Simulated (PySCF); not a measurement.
**The electron affinity along group 14**

All values are computed (PySCF 2.14, energy differences of UHF-based or UKS calculations, no spin-orbit coupling). Values in eV. The last column holds reference values (measured affinities from photodetachment; the arrow runs from anion to atom). Unmarked ones compare directly (S terms, centres of terms, or small fine structure); those marked * lie between the lowest fine-structure levels and include a spin-orbit shift.

| element | configurations | UHF | SCS-MP2 (valence) | CCSD (valence) | CCSD(T) (valence) | PBE | PBE0 | reference |
| --- | --- | --- | --- | --- | --- | --- | --- | --- |
| C (aug-cc-pVQZ, non-relativistic) | [He] 2s2 2p3 → [He] 2s2 2p2 | 0.452 | 0.992 | 1.160 | 1.236 | 1.587 | 1.415 | 1.262 |
| Si (aug-cc-pV(Q+d)Z, non-relativistic) | [Ne] 3s2 3p3 → [Ne] 3s2 3p2 | 0.849 | 1.226 | 1.338 | 1.405 | 1.493 | 1.456 | 1.390 * |
| Ge (aug-cc-pVQZ-PP with ECP10MDF, ECP) | [Ar] 3d10 4s2 4p3 → [Ar] 3d10 4s2 4p2 | 0.834 | 1.152 | 1.286 | 1.339 | 1.404 | 1.370 | 1.233 * |
| Sn (aug-cc-pVQZ-PP with ECP28MDF, ECP) | [Kr] 4d10 5s2 5p3 → [Kr] 4d10 5s2 5p2 | 0.954 | 1.238 | 1.358 | 1.406 | 1.421 | 1.412 | 1.112 * |
| Pb (aug-cc-pVQZ-PP with ECP60MDF, ECP) | [Xe] 4f14 5d10 6s2 6p3 → [Xe] 4f14 5d10 6s2 6p2 | 0.866 | 1.095 | 1.242 | 1.279 | 1.328 | 1.306 | 0.357 * |

The highest occupied level of the anion is positive for C⁻ at PBE, PBE0; Si⁻ at PBE, PBE0; Ge⁻ at PBE, PBE0; Sn⁻ at PBE, PBE0; Pb⁻ at PBE, PBE0, so there the basis helps to hold the electron.

For Pb a determinant mixes LS terms or the coupling is close to jj, so these rows are model values.

"Valence" correlates the outer s and p shells and, in groups 3 to 12 and the f block, the outer d or f shell, open or full, or the next shell where the ion has no valence electron left; the wider scheme adds the next inner shell.
